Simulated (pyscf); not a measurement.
**Four-centre exchange: HO–As(OH)–OH (SMILES O[As](O)O) + SiH₄ (SMILES [SiH4]) -> HO–As(OH)–O–SiH₃ (SMILES O[As](O)O[SiH3]) + H₂ (SMILES [H][H])**

Gas phase, singlet surface, charge 0. Bonds broken: O1–H5, Si8–H9. Bonds formed: O1–Si8, H5–H9. Single points on ωB97X-D3(BJ)/def2-SVP structures (PySCF, gas phase).

Transition state (Å):

```xyz
12

O     -0.0928    -0.2385     0.9663
As    -1.1765    -1.4499     0.0643
O     -0.0475    -1.8595    -1.2095
O     -2.0233    -0.2321    -0.9134
H      0.8028     0.3667     0.7021
H      0.0431    -1.1280    -1.8406
H     -2.6952     0.2474    -0.4070
Si    -0.6117     1.4517     1.4845
H      1.0614     1.4973     0.9150
H     -2.0103     0.8971     1.7722
H     -0.9434     2.4983     0.4741
H     -0.2086     1.9526     2.8261
```

One imaginary mode, 1276i cm⁻¹; descent along it reached the two sides named.

| bond | change | reactant side (Å) | saddle | product side |
|---|---|---|---|---|
| O1–H5 | breaks | 0.969 | 1.113 | 3.0 |
| Si8–H9 | breaks | 1.488 | 1.768 | 3.5 |
| O1–Si8 | forms | 3.0 | 1.842 | 1.676 |
| H5–H9 | forms | 2.8 | 1.179 | 0.761 |

Electronic energies relative to the separated reactants (kcal/mol):

| level | barrier | reaction energy | reverse barrier |
|---|---|---|---|
| ωB97X-D3(BJ)/def2-TZVP | 34.4 | -19.5 | 53.9 |
| PBE/def2-TZVP | 31.3 | -14.4 | 45.7 |
| r²SCAN/def2-TZVP | 31.6 | -18.2 | 49.8 |
| B3LYP-D3(BJ)/def2-TZVP | 34.2 | -18.4 | 52.6 |
| PBE0-D3(BJ)/def2-TZVP | 32.3 | -16.1 | 48.4 |
| M06-2X/def2-TZVP | 34.9 | -20.9 | 55.7 |
| ωB97M-D3(BJ)/def2-TZVP | 35.0 | -17.4 | 52.3 |
| HF/def2-TZVP | 54.7 | -15.5 | 70.2 |

With ωB97M-D3(BJ)/def2-TZVP energies and thermal terms (ideal gas, 1 atm, RRHO with modes under 100 cm⁻¹ raised to 100, one conformer, R ln 2 for chiral ones without a mode under 150 cm⁻¹), in kcal/mol:

```tsv
T (K)	ΔH‡	ΔG‡	ΔH	ΔG
298	33.3	44.2	-19.5	-17.6
600	33.4	55.2	-18.4	-16.1
900	34.1	66.0	-17.6	-15.2
1200	34.9	76.5	-16.9	-14.5
```

One saddle was located; it need not be the lowest between these sides. Elements up to Kr have no core potential and no relativistic terms here.
